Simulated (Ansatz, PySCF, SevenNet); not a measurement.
## Zinc-blende AlN (metastable phase): bulk modulus by level of theory

No measured value is used here.

| level (code) | value (GPa) | cell (Å³/atom) |
|---|---|---|
| SevenNet-0 | 201 | 10.65 |
| LDA (Ansatz) | 210 | 10.24 |
| PBE (Ansatz) | … | 10.67 |
| rVV10 (Ansatz) | 190 | 10.73 |
| r²SCAN+rVV10 (Ansatz) | 212 | 10.39 |
| PBE0 (Ansatz) | 212 | 10.39 |
| r²SCAN0 (Ansatz) | … | 10.27 |
| Hartree–Fock (Ansatz) | … | 10.36 |
| MP2 (PySCF) | 205 ± 6 | 10.56 |
| CCSD(T) (PySCF) | 207 ± 6 | 10.53 |

Question: Fill in the missing entries.

Answer: 
- PBE (Ansatz, a first-principles code), value (GPa): 193
- r²SCAN0 (Ansatz), value (GPa): 222
- Hartree–Fock (Ansatz), value (GPa): 230

A ± on a computed value is a rough bar: the spread of its extrapolation, a floor set from checks against published values, or a statistical error. Each level is taken at its own relaxed cell. Cutoffs and k meshes differ between the levels. Ansatz's density-functional and Hartree–Fock values are scalar-relativistic unless marked +SOC, with PAW data made under PBE.

Machine-learned potentials (SevenNet-0) are trained on DFT data: a solid inside that data is no test of them.
